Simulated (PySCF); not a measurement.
**Core binding energy against partial charge**

Compound: C₄H₃FO.
SMILES with atom numbers: `[O:1]=[C:2]1[CH:3]=[CH:4][C@@H:5]1[F:6]`

Binding energies: PySCF 2.14.0, delta-SCF UKS SCAN, pcX-2 on the ionised atom, pcseg-1 elsewhere, spin-free X2C. Charges: PBE0/pcSseg-1 ground-state density, for the ionised atom.

| atom | environment | C 1s (eV) | Mulliken (e) | IAO (e) | Hirshfeld (e) | ESP (e) |
| --- | --- | --- | --- | --- | --- | --- |
| C3 | alkene CH carbon | 291.66 | -0.099 | -0.188 | -0.032 | -0.292 |
| C4 | alkene CH carbon | 291.85 | -0.087 | -0.110 | -0.006 | -0.102 |
| C5 | sp3 C–F carbon | 293.60 | +0.216 | +0.116 | +0.050 | +0.083 |
| C2 | ketone carbonyl carbon | 293.80 | +0.263 | +0.366 | +0.144 | +0.536 |

Task: How well does each charge scheme correlate with the binding energies over these sites?

Result: Mulliken: r = 1.00, slope 5.8 eV per e; IAO: r = 0.94, slope 4.2 eV per e; Hirshfeld: r = 0.90, slope 13.0 eV per e; ESP: r = 0.87, slope 2.8 eV per e. Mulliken charges have the highest r, on only 4 points.

Task: The point-charge model writes a binding energy as kq + V + constant, with V the potential of the other atoms' charges at the site. What does it give with the Hirshfeld charges?

Result: V = Σ 14.40 eV Å × q/r over all other atoms: +1.46 eV at C3, +1.17 eV at C4, -0.08 eV at C5, -2.28 eV at C2. Fitting binding energy − V to q gives k = 34.7 eV per e and leaves an rms residual of 0.40 eV, against 0.43 eV for the fit on q alone. The model has no term for differences in relaxation between sites.

Isolated species at its GFN2-xTB geometry, gas phase.
